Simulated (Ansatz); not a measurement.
Start from `N=CN=CF` and change one atom or group to get `N=CN=CN`.

Ansatz, PBE0-D4/def2-TZVP geometries, multiplicity 1. Each molecule was computed in one conformer, which needn't be the lowest.

```json
{"property": "zero-point energy (PBE0-D4/def2-TZVP) / kJ/mol", "`N=CN=CF`": "146.0"}
{"property": "ideal-gas entropy at 298 K and 1 bar (rigid rotor, harmonic PBE0-D4/def2-TZVP) / J/(mol·K)", "`N=CN=CF`": "310"}
{"property": "HOMO–LUMO gap (B3LYP/def2-TZVPP) / eV", "`N=CN=CF`": "6.07"}
{"property": "LUMO energy (PBE/def2-TZVPP) / eV", "`N=CN=CF`": "-2.72"}
{"property": "HOMO energy (PBE0/def2-TZVPP) / eV", "`N=CN=CF`": "-8.27"}
{"property": "HOMO energy (B3LYP/def2-TZVPP) / eV", "`N=CN=CF`": "-8.02"}
```

(1) Give the same properties after the change, and the shifts. (Estimate.)

Results:

(1) Ansatz gave: 
```tsv
property	`N=CN=CN`	shift
zero-point energy (PBE0-D4/def2-TZVP) / kJ/mol	210.8	64.8
ideal-gas entropy at 298 K and 1 bar (rigid rotor, harmonic PBE0-D4/def2-TZVP) / J/(mol·K)	310	0
HOMO–LUMO gap (B3LYP/def2-TZVPP) / eV	6.08	0.01
LUMO energy (PBE/def2-TZVPP) / eV	-1.47	1.25
HOMO energy (PBE0/def2-TZVPP) / eV	-6.99	1.28
HOMO energy (B3LYP/def2-TZVPP) / eV	-6.78	1.24
```

With PBE0 the HOMO rises by 1.28 eV and the LUMO rises by 1.23 eV, so the gap narrows by about 0.05 eV. PBE moves the HOMO by 0.78 eV and ωB97M-V by 1.55 eV. The zero-point energy changes by 64.8 kJ/mol with +6 modes. Modes under 60 cm⁻¹, often nearly free rotors, make the harmonic entropy too high.

B3LYP here is the variant with VWN-RPA as its local correlation; programs differ in this.
